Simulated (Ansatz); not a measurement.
**CH2BN: single points off equilibrium**

The task here is to estimate one member of a computed series from the others.

Program: Ansatz 0.2.0, Gaussian basis. Level of theory: single points in def2-TZVPP. These are calculated values, not measurements.

Cores are frozen in the correlated methods.

## The system as given

SMILES `BC#N`, 5 atoms, charge 0, spin multiplicity 1.

Atoms are counted from 1 here; the program's logs count them from 0.

Bond lengths: B1–C2 1.508 Å, B1–H4 1.048 Å, B1–H5 1.345 Å, C2–N3 1.167 Å. Angles: C2–B1–H4 125.7°, C2–B1–H5 107.9°, H4–B1–H5 124.6°, B1–C2–N3 162.5°.

Geometry (Å):

```mol
CH2BN
  3D, bonds by distance, orders not assigned

  5  4  0  0  0  0  0  0  0  0999 V2000
   -0.3217    0.3678   -0.3782 B   0  0
    0.4061   -0.6371    0.4795 C   0  0
    0.6743   -1.6011    1.0797 N   0  0
   -0.7278    0.1819   -1.3264 H   0  0
   -0.0744    1.5923    0.1208 H   0  0
  1  2  8  0
  1  4  8  0
  1  5  8  0
  2  3  8  0
M  END
```

Set-up of the first run:

run/in.yaml

```yaml
crystal:
  periodic: [false, false, false]
  atoms:
    - {symbol: B, position_ang: [-0.321700, 0.367800, -0.378200]}
    - {symbol: C, position_ang: [0.406100, -0.637100, 0.479500]}
    - {symbol: N, position_ang: [0.674300, -1.601100, 1.079700]}
    - {symbol: H, position_ang: [-0.727800, 0.181900, -1.326400]}
    - {symbol: H, position_ang: [-0.074400, 1.592300, 0.120800]}
basis:
  gaussian: {orbitals: def2-TZVPP}
correlation: {method: ccsd_t}
output: {forces: true}
```

No record of the launch command was kept for these runs.

Among the steps run: CCSD(T)/def2-TZVPP; PBE0-D4/def2-TZVPP; wB97M-V/def2-TZVPP; r2SCAN-D4/def2-TZVPP; PBE-D4/def2-TZVPP; CAM-B3LYP-D4/def2-TZVPP; BHLYP-D4/def2-TZVPP.

One of the session's tables, all rows but one given; the rest of the session is left out.

```
      method  RMS force component (eV/Å)  angle to CCSD(T) forces (°)  dipole (D)
     CCSD(T)                       2.436                    reference        2.55
     PBE0-D4                       2.529                         11.1        2.57
     wB97M-V                           ?                            ?           ?
   r2SCAN-D4                       2.469                          6.9        2.53
      PBE-D4                       2.431                          5.8        2.40
CAM-B3LYP-D4                       2.579                         16.6        2.65
    BHLYP-D4                       2.723                         23.5        2.72
```

Q: Estimate the row for wB97M-V from the others.

As computed: RMS force component (eV/Å): 2.511; angle to CCSD(T) forces (°): 14.2; dipole (D): 2.60. In the column «RMS force component (eV/Å)» it lies between r2SCAN-D4 (2.469) and PBE0-D4 (2.529).
